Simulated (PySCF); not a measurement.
## How the method moves the HOMO and LUMO of pyridazine

Compound: pyridazine, C₄H₄N₂.
Geometry (PBE0-D3(BJ)/def2-SVP, Å), atoms numbered from 1 in this order:
```xyz
10
C4H4N2 angstrom
C      0.661    0.834   -0.069
C     -0.697    0.785    0.188
C     -1.286   -0.481    0.214
N     -0.610   -1.607    0.007
N      0.681   -1.561   -0.238
C      1.306   -0.387   -0.277
H      1.213    1.776   -0.110
H     -1.290    1.685    0.363
H     -2.355   -0.608    0.410
H      2.379   -0.436   -0.486
```

Basis pcSseg-2 throughout (PySCF), one geometry. Geometry: PBE0-D3(BJ)/def2-SVP; no solvent, vibrations or thermal averaging.

Task: How do the orbital energies, the gap and the dipole change with the method?

Result: 
| method | kind | HOMO (eV) | LUMO (eV) | gap (eV) | μ (D) | SCF cycles |
| --- | --- | --- | --- | --- | --- | --- |
| BLYP | GGA | -5.14 | -2.38 | 2.76 | 4.15 | 15 |
| OPBE | GGA | -5.23 | -2.44 | 2.79 | 4.02 | 15 |
| PBE | GGA | -5.24 | -2.53 | 2.71 | 4.12 | 16 |
| B97-D | GGA | -5.27 | -2.43 | 2.85 | 4.12 | 16 |
| LDA | LDA | -5.31 | -2.78 | 2.54 | 4.26 | 15 |
| BP86 | GGA | -5.35 | -2.60 | 2.74 | 4.14 | 15 |
| KT2 | GGA | -5.50 | -2.43 | 3.06 | 4.05 | 14 |
| KT3 | GGA | -5.51 | -2.44 | 3.08 | 4.01 | 14 |
| B97-2 | global hybrid | -6.57 | -1.61 | 4.96 | 4.19 | 13 |
| B3LYP | global hybrid | -6.59 | -1.78 | 4.82 | 4.24 | 13 |
| PBE0 | global hybrid | -6.85 | -1.56 | 5.28 | 4.22 | 13 |
| mPW1PW91 | global hybrid | -6.88 | -1.57 | 5.31 | 4.22 | 13 |
| CAM-B3LYP | range-separated hybrid | -8.32 | -0.46 | 7.86 | 4.33 | 13 |
| BHandHLYP | global hybrid | -8.42 | -0.49 | 7.93 | 4.33 | 13 |
| wB97X-D | range-separated hybrid | -8.77 | 0.22 | 8.99 | 4.29 | 14 |
| LC-wPBE | range-separated hybrid | -9.65 | 0.59 | 10.24 | 4.34 | 14 |
| HF | Hartree–Fock | -10.48 | 2.13 | 12.61 | 4.40 | 12 |

The HOMO spans 5.33 eV, from BLYP down to HF, and the gap runs from 2.54 eV (LDA) to 12.61 eV (HF). Over the methods BLYP (0 %), OPBE (0 %), PBE (0 %), B97-D (0 %), LDA (0 %), BP86 (0 %), KT2 (0 %), KT3 (0 %), B97-2 (21 %), B3LYP (20 %), PBE0 (25 %), mPW1PW91 (25 %), BHandHLYP (50 %), HF (100 %), a straight line through the gap against the share of exact exchange rises by 0.99 eV for each 10 % (correlation coefficient 0.999). The dipole ranges from 4.01 D (KT3) to 4.40 D (HF). This basis has no diffuse functions.

The vertical ΔSCF ionisation energy at PBE0/def2-SVPD is 8.96 eV; −ε(HOMO) comes closest to it with wB97X-D (8.77 eV).
